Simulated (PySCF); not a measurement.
Spin–spin coupling constants

Geometry:
```csv
atom,x (Å),y (Å),z (Å)
C1,-2.391,0.488,0.189
C2,-1.253,0.099,0.751
C3,0.021,0.107,-0.006
O4,0.089,0.464,-1.165
C5,1.205,-0.354,0.756
C6,2.408,-0.399,0.199
H7,-3.330,0.491,0.718
H8,-2.400,0.818,-0.837
H9,-1.214,-0.237,1.777
H10,1.044,-0.650,1.783
H11,3.285,-0.730,0.730
H12,2.537,-0.097,-0.828
```

Method: B3LYP/pcJ-1 (without the spin–dipole term)//GFN2-xTB, PySCF 2.14; isolated molecule, single conformer, non-relativistic. Couplings are averaged over pairs made equivalent by symmetry, fast rotation or ring inversion, so a value needn't be that of the named pair in this geometry, while other rotamers aren't included; one pair stands for each set, and the list holds those of at least 0.8 Hz over up to four bonds, among pairs with at least one C or H atom (others weren't computed).

Isotopes: 13C, 1H, 17O. Couplings to quadrupolar nuclei such as 17O and 33S are rarely resolved in practice.

```csv
pair,bonds,J (Hz)
"C1, C2",1,76.1
"C1, H7",1,?
"C1, H8",1,?
"C2, C3",1,57.4
"C2, H9",1,162.5
"C3, O4",1,33.3
"C2, O4",2,-2.3
"C2, C5",2,19.9
"C2, H8",2,?
"C3, H9",2,7.2
"C1, O4",3,-3.2
"C1, C5",3,2.5
"C2, H10",3,1.2
"C3, H7",3,?
"C3, H8",3,7.4
"O4, H9",3,-1.6
"H7, H9",3,?
"H8, H9",3,?
"C1, C6",4,0.9
```

Question: Estimate the withheld couplings, with signs.

Answer: 
- 1J(C1,H7) = 165.9 Hz (bond length 1.077 Å, sp2 carbon)
- 1J(C1,H8) = 168.1 Hz (bond length 1.079 Å, sp2 carbon)
- 2J(C2,H8) = -3.6 Hz (angle at C1 120°)
- 3J(C3,H7) = 11.6 Hz (dihedral angle 180°)
- 3J(H7,H9) = 11.2 Hz (dihedral angle 0°)
- 3J(H8,H9) = 17.9 Hz (dihedral angle 180°)
